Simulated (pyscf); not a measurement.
**Four-centre exchange: H₂B–Cl + H₂O → H₂B–OH + HCl**

Gas phase, singlet surface, charge 0. Bonds broken: B1–Cl2, O5–H6. Bonds formed: B1–O5, Cl2–H6. Structures and frequencies: ωB97X-D3(BJ)/def2-SVP in PySCF. MP2 and CC: frozen core, UHF for open shells. ΔMP2 is the change of the MP2 total energy from the triple- to the quadruple-zeta basis.

Transition state (Å):

```xyz
7

B     -0.2150     0.7819    -0.3959
Cl     1.8360    -0.0307    -0.7109
H     -0.0591     1.4980     0.5547
H     -0.5840     1.1767    -1.4736
O     -0.6093    -0.6131    -0.0470
H      0.6490    -0.8153    -0.2431
H     -1.0921    -1.0313    -0.7727
```

One imaginary mode, 1120i cm⁻¹; descent along it reached the two sides named, in the forms told below.

| bond | change | reactant side (Å) | saddle | product side |
|---|---|---|---|---|
| B1–Cl2 | breaks | 1.846 | 2.228 | 3.9 |
| O5–H6 | breaks | 0.971 | 1.289 | 1.927 |
| B1–O5 | forms | 1.677 | 1.491 | 1.359 |
| Cl2–H6 | forms | 2.8 | 1.498 | 1.294 |

Electronic energies relative to the separated reactants (kcal/mol):

```csv
level,barrier,reaction energy,reverse barrier
ωB97X-D3(BJ)/def2-TZVP,5.1,-11.5,16.6
PBE/def2-TZVP,-0.1,-11.9,11.7
r²SCAN/def2-TZVP,0.7,-12.1,12.8
B3LYP-D3(BJ)/def2-TZVP,4.2,-12.7,16.9
PBE0-D3(BJ)/def2-TZVP,1.6,-11.5,13.1
M06-2X/def2-TZVP,3.4,-12.4,15.8
ωB97M-D3(BJ)/def2-TZVP,4.5,-12.5,17.1
HF/def2-TZVP,20.0,-12.8,32.8
MP2/def2-QZVPP,5.8,-10.3,16.1
CCSD/def2-TZVPP,9.5,-11.7,21.2
CCSD(T)/def2-TZVPP,7.0,-11.5,18.5
CCSD(T)/def2-TZVPP + ΔMP2(QZVPP),7.4,-11.0,18.4
```

With CCSD(T)/def2-TZVPP + ΔMP2(QZVPP) energies and thermal terms (ideal gas, 1 atm, RRHO with modes under 100 cm⁻¹ raised to 100, one conformer, R ln 2 for rigid chiral ones), in kcal/mol:

```
T (K)  ΔH‡   ΔG‡     ΔH     ΔG
-----  ---  ----  -----  -----
298    6.2  16.4  -11.4  -11.0
600    6.1  26.9  -11.5  -10.5
900    6.7  37.2  -11.2  -10.1
1200   7.4  47.3  -10.9   -9.8
```

On the reactant side the descent ends in an adduct with a B–O contact, 14.6 kcal/mol under the separated species and 19.8 kcal/mol under the saddle at ωB97X-D3(BJ)/def2-TZVP. On the product side the descent ends in a complex, 4.7 kcal/mol under the separated species and 21.3 kcal/mol under the saddle at ωB97X-D3(BJ)/def2-TZVP. What is counted as formed (B–O) is already present as a longer contact in the reactant adduct; forming that adduct is a step of its own. This is the saddle that the search found; another between the same sides may lie lower. The CCSD(T) − MP2 part came from Ansatz, without density fitting, on the same reference.
